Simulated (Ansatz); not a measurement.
# N2 with SiH4: superposition error and deformation, part 3 of 3

Ansatz 0.2.0, Gaussian basis.

**19. B3LYP-D4/def2-TZVPPD**

The inputs:

free-a/in.yaml

```yaml
crystal:
  periodic: [false, false, false]
  atoms:
    - {symbol: N, position_ang: [0.184068, -0.092580, -3.492591]}
    - {symbol: N, position_ang: [0.178342, -0.115156, -2.403344]}
basis:
  gaussian: {orbitals: "def2-TZVPPD.json"}
hamiltonian: {xc: {name: B3LYP}, dispersion: d4}
```

free-b/in.yaml

```yaml
crystal:
  periodic: [false, false, false]
  atoms:
    - {symbol: Si, position_ang: [-0.072483, 0.041568, 1.179194]}
    - {symbol: H, position_ang: [0.765267, -1.128201, 0.812775]}
    - {symbol: H, position_ang: [0.559196, 1.283079, 0.665306]}
    - {symbol: H, position_ang: [-0.191238, 0.121800, 2.657002]}
    - {symbol: H, position_ang: [-1.423149, -0.110410, 0.581658]}
basis:
  gaussian: {orbitals: "def2-TZVPPD.json"}
hamiltonian: {xc: {name: B3LYP}, dispersion: d4}
```

The same command starts each run, in its folder.

Run with:

```
ansatz run in.yaml --threads 2 --pin off --events-out ev --progress --plain --max-ram 5222MiB
```

Log of free-a, shortened:

```text
Functional definition: B3LYP
  name "B3LYP"
  cite "Stephens, Devlin, Chabalowski & Frisch, J. Phys. Chem. 98, 11623 (1994) doi:10.1021/j100096a001"
  cite "Becke, Phys. Rev. A 38, 3098 (1988) doi:10.1103/PhysRevA.38.3098"
  cite "Lee, Yang & Parr, Phys. Rev. B 37, 785 (1988) doi:10.1103/PhysRevB.37.785"
  cite "Vosko, Wilk & Nusair, Can. J. Phys. 58, 1200 (1980) doi:10.1139/p80-159"
[...]
358 factors; their error is unknown
[...]
mean field -2981.65473720 eV, -109.5737905541 hartree, gradient 1.7e-6 eV, S^2 0.000000; 0 other end points of the search recorded, 0 dependent functions left out
reference -2981.65487246 eV, -109.5737955247 hartree; 7, 7 occupied and 67, 67 virtual orbitals, 358 factors
Total energy: -2981.67089900 eV, -109.5743844893 hartree
```

Log of free-b, shortened:

```text
[... 6 set-up lines as earlier in the session ...]
[...]
551 factors; their error is unknown
[...]
mean field -7943.47317500 eV, -291.9172549019 hartree, gradient 7.3e-6 eV, S^2 0.000000; 0 other end points of the search recorded, 0 dependent functions left out
reference -7943.47338759 eV, -291.9172627142 hartree; 9, 9 occupied and 107, 107 virtual orbitals, 551 factors
Total energy: -7943.54205319 eV, -291.9197861287 hartree
```

Times: 0.25 s (free-a), 0.7 s (free-b) on 2 threads of Arm Neoverse V2, shared host.

**20. wB97X-V/def2-TZVPPD**

The same edit goes into each in.yaml of step 19 (free-a, free-b):

```diff
-hamiltonian: {xc: {name: B3LYP}, dispersion: d4}
+hamiltonian: {xc: {name: wB97X-V}}
```

Each run has its own folder and the same command.

Run with:

```
ansatz run in.yaml --threads 2 --pin off --events-out ev --progress --plain --max-ram 5222MiB
```

Log of free-a, shortened:

```text
[... 5 set-up lines as earlier in the session ...]
[...]
      + integral(e_c_pw_opposite_spin*poly(b97_u_opposite, cos0, cos1)) + vv10(b, c)
358 factors; their error is unknown
78 factors; integrals over basis functions are off by at most 8.6e-5 eV
[...]
mean field -2980.74847169 eV, -109.5404859109 hartree, gradient 2.3e-5 eV, S^2 0.000000; 0 other end points of the search recorded, 0 dependent functions left out
reference -2980.74847054 eV, -109.5404858686 hartree; 7, 7 occupied and 67, 67 virtual orbitals, 358 factors
Total energy: -2980.74847054 eV, -109.5404858686 hartree
```

Log of free-b, shortened:

```text
[... 5 set-up lines as earlier in the session ...]
[...]
      + integral(e_c_pw_opposite_spin*poly(b97_u_opposite, cos0, cos1)) + vv10(b, c)
551 factors; their error is unknown
174 factors; integrals over basis functions are off by at most 1.2e-5 eV
[...]
mean field -7941.38369674 eV, -291.8404679919 hartree, gradient 4.7e-6 eV, S^2 0.000000; 0 other end points of the search recorded, 0 dependent functions left out
reference -7941.38369501 eV, -291.8404679284 hartree; 9, 9 occupied and 107, 107 virtual orbitals, 551 factors
Total energy: -7941.38369501 eV, -291.8404679284 hartree
```

Times: 0.6 s (free-a), 1.9 s (free-b) on 2 threads of Arm Neoverse V2, shared host.

**21. wB97M-V/def2-TZVPPD**

The same edit goes into each in.yaml of step 20 (free-a, free-b):

```diff
-hamiltonian: {xc: {name: wB97X-V}}
+hamiltonian: {xc: {name: wB97M-V}}
```

Each run has its own folder and the same command.

Run with:

```
ansatz run in.yaml --threads 2 --pin off --events-out ev --progress --plain --max-ram 5222MiB
```

Log of free-a, shortened:

```text
[... 5 set-up lines as earlier in the session ...]
  # Of w^i u^j: cxij and so on, Table III.
[...]
  gx(w, u) = 1 - cx + cx01*u + cx10*w
[...]
      + integral(e_c_pw_mod_opposite_spin*gos(b97_w_opposite, b97_u_opposite)) + vv10(b, c)
358 factors; their error is unknown
78 factors; integrals over basis functions are off by at most 8.6e-5 eV
[...]
mean field -2981.07707239 eV, -109.5525617636 hartree, gradient 2.5e-5 eV, S^2 0.000000; 0 other end points of the search recorded, 0 dependent functions left out
reference -2981.07710110 eV, -109.5525628187 hartree; 7, 7 occupied and 67, 67 virtual orbitals, 358 factors
Total energy: -2981.07710110 eV, -109.5525628187 hartree
```

free-b printed, shortened:

```text
[... 5 set-up lines as earlier in the session ...]
  # Of w^i u^j: cxij and so on, Table III.
[...]
  gx(w, u) = 1 - cx + cx01*u + cx10*w
[...]
      + integral(e_c_pw_mod_opposite_spin*gos(b97_w_opposite, b97_u_opposite)) + vv10(b, c)
546 factors; their error is unknown
174 factors; integrals over basis functions are off by at most 1.2e-5 eV
[...]
mean field -7941.54619560 eV, -291.8464397151 hartree, gradient 5.8e-6 eV, S^2 0.000000; 0 other end points of the search recorded, 0 dependent functions left out
reference -7941.54623840 eV, -291.8464412877 hartree; 9, 9 occupied and 107, 107 virtual orbitals, 546 factors
Total energy: -7941.54623840 eV, -291.8464412877 hartree
```

Times: 0.7 s (free-a), 1.8 s (free-b) on 2 threads of Arm Neoverse V2, shared host.

**22. B2PLYP/def2-TZVPPD**

Each input of step 21 (free-a, free-b) changes in the same lines:

```diff
-hamiltonian: {xc: {name: wB97M-V}}
+hamiltonian: {xc: {name: B2PLYP}}
```

One command serves all of them, each in its own folder.

Run with:

```
ansatz run in.yaml --threads 2 --pin off --events-out ev --progress --plain --max-ram 5222MiB
```

Output in free-a, shortened:

```text
[... 5 set-up lines as earlier in the session ...]
[...]
478 factors; integrals over basis functions are off by at most 8.4e-4 eV
[...]
mean field -2976.36303705 eV, -109.3793241601 hartree, gradient 1.9e-6 eV, S^2 0.000000; 0 other end points of the search recorded, 0 dependent functions left out
2 core orbitals not correlated: weight in the atoms' cores, before any rotation towards them, 1.000 or more for the frozen orbitals, at most 0.000 for the correlated occupied ones
reference -2976.36312634 eV, -109.3793274415 hartree; 5, 5 occupied and 67, 67 virtual orbitals, 478 factors
second order -12.53936976 eV of doubles, -0.00000000 eV of singles
Total energy: -2979.74875617 eV, -109.5037470431 hartree
```

Output in free-b, shortened:

```text
[... 5 set-up lines as earlier in the session ...]
[...]
630 factors; integrals over basis functions are off by at most 7.5e-4 eV
[...]
mean field -7937.90008411 eV, -291.7124475892 hartree, gradient 2.7e-6 eV, S^2 0.000000; 0 other end points of the search recorded, 0 dependent functions left out
5 core orbitals not correlated: weight in the atoms' cores, before any rotation towards them, 1.000 or more for the frozen orbitals, at most 0.000 for the correlated occupied ones
reference -7937.90022035 eV, -291.7124525959 hartree; 4, 4 occupied and 107, 107 virtual orbitals, 630 factors
second order -4.79971935 eV of doubles, -0.00000000 eV of singles
Total energy: -7939.19614458 eV, -291.7600769327 hartree
```

Wall times: 0.4 s (free-a), 0.9 s (free-b) on 2 threads of Arm Neoverse V2, shared host.

**23. BLYP-D4/def2-TZVPPD**

Each input of step 22 (free-a, free-b) changes in the same lines:

```diff
-hamiltonian: {xc: {name: B2PLYP}}
+hamiltonian: {xc: {name: BLYP}, dispersion: d4}
```

The same command starts each run, in its folder.

Run with:

```
ansatz run in.yaml --threads 2 --pin off --events-out ev --progress --plain --max-ram 5222MiB
```

Output in free-a, shortened:

```text
[... 4 set-up lines as earlier in the session ...]
[...]
358 factors; their error is unknown
[...]
mean field -2981.31818291 eV, -109.5614224118 hartree, gradient 2.8e-5 eV, S^2 0.000000; 0 other end points of the search recorded, 0 dependent functions left out
reference -2981.31837538 eV, -109.5614294850 hartree; 7, 7 occupied and 67, 67 virtual orbitals, 358 factors
Total energy: -2981.34195693 eV, -109.5622960912 hartree
```

Output in free-b, shortened:

```text
[... 4 set-up lines as earlier in the session ...]
[...]
541 factors; their error is unknown
[...]
mean field -7942.32723243 eV, -291.8751422890 hartree, gradient 4.8e-5 eV, S^2 0.000000; 0 other end points of the search recorded, 0 dependent functions left out
reference -7942.32751696 eV, -291.8751527454 hartree; 9, 9 occupied and 107, 107 virtual orbitals, 541 factors
Total energy: -7942.42593170 eV, -291.8787694203 hartree
```

Wall times: 0.2 s (free-a), 0.6 s (free-b) on 2 threads of Arm Neoverse V2, shared host.

**24. revPBE-D4/def2-TZVPPD**

The same edit goes into each in.yaml of step 23 (free-a, free-b):

```diff
-hamiltonian: {xc: {name: BLYP}, dispersion: d4}
+hamiltonian: {xc: {name: revPBE}, dispersion: d4}
```

Each run has its own folder and the same command.

Run with:

```
ansatz run in.yaml --threads 2 --pin off --events-out ev --progress --plain --max-ram 5222MiB
```

Output in free-a, shortened:

```text
[... 4 set-up lines as earlier in the session ...]
[...]
358 factors; their error is unknown
[...]
mean field -2980.96052133 eV, -109.5482785913 hartree, gradient 2.1e-5 eV, S^2 0.000000; 0 other end points of the search recorded, 0 dependent functions left out
reference -2980.96055149 eV, -109.5482796998 hartree; 7, 7 occupied and 67, 67 virtual orbitals, 358 factors
Total energy: -2981.00144920 eV, -109.5497826629 hartree
```

Log of free-b, shortened:

```text
[... 4 set-up lines as earlier in the session ...]
[...]
541 factors; their error is unknown
[...]
mean field -7940.97631741 eV, -291.8254970779 hartree, gradient 4.8e-5 eV, S^2 0.000000; 0 other end points of the search recorded, 0 dependent functions left out
reference -7940.97636096 eV, -291.8254986782 hartree; 9, 9 occupied and 107, 107 virtual orbitals, 541 factors
Total energy: -7941.13073921 eV, -291.8311719743 hartree
```

They took 0.2 s (free-a), 0.55 s (free-b) on 2 threads of Arm Neoverse V2, shared host.

**25. B97M-V/def2-TZVPPD**

The same edit goes into each in.yaml of step 24 (free-a, free-b):

```diff
-hamiltonian: {xc: {name: revPBE}, dispersion: d4}
+hamiltonian: {xc: {name: B97M-V}}
```

One command serves all of them, each in its own folder.

Run with:

```
ansatz run in.yaml --threads 2 --pin off --events-out ev --progress --plain --max-ram 5222MiB
```

Log of free-a, shortened:

```text
[... 5 set-up lines as earlier in the session ...]
  # Of w^i u^j: cxij and so on, Table III.
[...]
  gx(w, u) = cx00 + cx01*u + cx02*u^2 + (cx10 + cx11*u)*w
[...]
  gos(w, u) = cos00 + cos01*u + cos03*u^3 + cos10*w + cos32*w^3*u^2
[...]
      + integral(e_c_pw_mod_opposite_spin*gos(b97_w_opposite, b97_u_opposite)) + vv10(b, c)
358 factors; their error is unknown
[...]
mean field -2981.12767077 eV, -109.5544212200 hartree, gradient 1.1e-6 eV, S^2 0.000000; 0 other end points of the search recorded, 0 dependent functions left out
reference -2981.12770559 eV, -109.5544224997 hartree; 7, 7 occupied and 67, 67 virtual orbitals, 358 factors
Total energy: -2981.12770559 eV, -109.5544224997 hartree
```

free-b printed, shortened:

```text
[... 5 set-up lines as earlier in the session ...]
  # Of w^i u^j: cxij and so on, Table III.
[...]
  gx(w, u) = cx00 + cx01*u + cx02*u^2 + (cx10 + cx11*u)*w
[...]
  gos(w, u) = cos00 + cos01*u + cos03*u^3 + cos10*w + cos32*w^3*u^2
[...]
      + integral(e_c_pw_mod_opposite_spin*gos(b97_w_opposite, b97_u_opposite)) + vv10(b, c)
541 factors; their error is unknown
[...]
mean field -7940.58746640 eV, -291.8112070666 hartree, gradient 2.0e-5 eV, S^2 0.000000; 0 other end points of the search recorded, 0 dependent functions left out
reference -7940.58751796 eV, -291.8112089615 hartree; 9, 9 occupied and 107, 107 virtual orbitals, 541 factors
Total energy: -7940.58751796 eV, -291.8112089615 hartree
```

Times: 0.65 s (free-a), 2 s (free-b) on 2 threads of Arm Neoverse V2, shared host.

**26. HSE06-D4/def2-TZVPPD**

Each input of step 25 (free-a, free-b) changes in the same lines:

```diff
-hamiltonian: {xc: {name: B97M-V}}
+hamiltonian: {xc: hse06, dispersion: d4}
```

Each run has its own folder and the same command.

Run with:

```
ansatz run in.yaml --threads 2 --pin off --events-out ev --progress --plain --max-ram 5222MiB
```

Log of free-a, shortened:

```text
[... 6 set-up lines as earlier in the session ...]
[...]
358 factors; their error is unknown
27 factors; integrals over basis functions are off by at most 4.5e-5 eV
[...]
mean field -2978.05887204 eV, -109.4416449465 hartree, gradient 4.0e-6 eV, S^2 0.000000; 0 other end points of the search recorded, 0 dependent functions left out
reference -2978.05889248 eV, -109.4416456979 hartree; 7, 7 occupied and 67, 67 virtual orbitals, 358 factors
Total energy: -2978.06616992 eV, -109.4419131389 hartree
```

free-b printed, shortened:

```text
[... 6 set-up lines as earlier in the session ...]
[...]
558 factors; their error is unknown
66 factors; integrals over basis functions are off by at most 3.0e-6 eV
[...]
mean field -7938.90201908 eV, -291.7492680200 hartree, gradient 7.3e-5 eV, S^2 0.000000; 0 other end points of the search recorded, 0 dependent functions left out
reference -7938.90205364 eV, -291.7492692901 hartree; 9, 9 occupied and 107, 107 virtual orbitals, 558 factors
Total energy: -7938.93377325 eV, -291.7504349642 hartree
```

They took 0.3 s (free-a), 0.6 s (free-b) on 2 threads of Arm Neoverse V2, shared host.

**27. CCSD(T)/def2-TZVPPD**

The same edit goes into each in.yaml of step 26 (free-a, free-b):

```diff
-hamiltonian: {xc: hse06, dispersion: d4}
+correlation: {method: ccsd_t}
```

Each run has its own folder and the same command.

Run with:

```
ansatz run in.yaml --threads 2 --pin off --events-out ev --progress --plain --max-ram 5222MiB
```

free-a printed, shortened:

```text
[... 4 set-up lines as earlier in the session ...]
[...]
478 factors; integrals over basis functions are off by at most 8.4e-4 eV
[...]
mean field -2965.76584685 eV, -108.9898846034 hartree, gradient 7.0e-7 eV, S^2 0.000000; 0 other end points of the search recorded, 0 dependent functions left out
2 core orbitals not correlated: weight in the atoms' cores, before any rotation towards them, 1.000 or more for the frozen orbitals, at most 0.000 for the correlated occupied ones
reference -2965.76584685 eV, -108.9898846034 hartree; 5, 5 occupied and 67, 67 virtual orbitals, 478 factors
second order -10.10522732 eV of doubles, -0.00000000 eV of singles
cycle   1  -9.66234058 eV  change    4.4e-1 eV  update   8.1e-2
[...]
cycle   8  -10.08129519 eV  change   -7.0e-6 eV  update   6.6e-6
perturbative correction -0.49662887 eV, -0.0182507744 hartree
Total energy: -2976.34377091 eV, -109.3786161427 hartree
```

Log of free-b, shortened:

```text
[... 4 set-up lines as earlier in the session ...]
[...]
630 factors; integrals over basis functions are off by at most 7.5e-4 eV
[...]
mean field -7925.54765556 eV, -291.2585042128 hartree, gradient 5.7e-7 eV, S^2 0.000000; 0 other end points of the search recorded, 0 dependent functions left out
5 core orbitals not correlated: weight in the atoms' cores, before any rotation towards them, 1.000 or more for the frozen orbitals, at most 0.000 for the correlated occupied ones
reference -7925.54765556 eV, -291.2585042128 hartree; 4, 4 occupied and 107, 107 virtual orbitals, 630 factors
second order -3.92028940 eV of doubles, -0.00000000 eV of singles
cycle   1  -4.50944018 eV  change   -5.9e-1 eV  update   5.5e-2
[...]
cycle   8  -4.73150171 eV  change   -3.7e-6 eV  update   5.2e-6
perturbative correction -0.10620984 eV, -0.0039031396 hartree
Total energy: -7930.38536711 eV, -291.4362868332 hartree
```

Wall times: 0.4 s (free-a), 1 s (free-b) on 2 threads of Arm Neoverse V2, shared host.

**28. The split**

```csv
method,interaction with counterpoise (meV),without,superposition error,deformation,binding energy
PBE-D4,-26,-29,3,0,-26
revPBE-D4,0,-3,3,0,1
BLYP-D4,-3,-7,3,0,-3
r2SCAN-D4,-17,-19,2,0,-17
B97M-V,-28,-30,3,0,-28
PBE0-D4,-24,-26,2,0,-24
B3LYP-D4,-13,-16,3,0,-13
HSE06-D4,-24,-27,2,0,-24
wB97X-V,-28,-31,2,0,-28
wB97M-V,-26,-29,2,0,-26
B2PLYP,-6,-11,5,0,-6
Hartree-Fock,11,9,2,0,11
MP2,-27,-38,11,0,-27
CCSD,-18,-29,10,0,-18
CCSD(T),-24,-35,11,0,-23
```

**29. Summary of results**

What follows sums up all 3 parts.

| quantity | value |
| --- | --- |
| interaction, CCSD(T) | -24 meV |
| superposition error | 11 meV |
| deformation | 0 meV |
| binding energy | -23 meV |

In this basis the superposition error is 11 meV for CCSD(T) and 3 meV on average for the plain functionals: correlated methods borrow far more, since they need many more functions to converge. Deformation takes back 1 % of the interaction. The free shapes are PBE0-D4 minima, so other methods can show a small negative deformation energy.
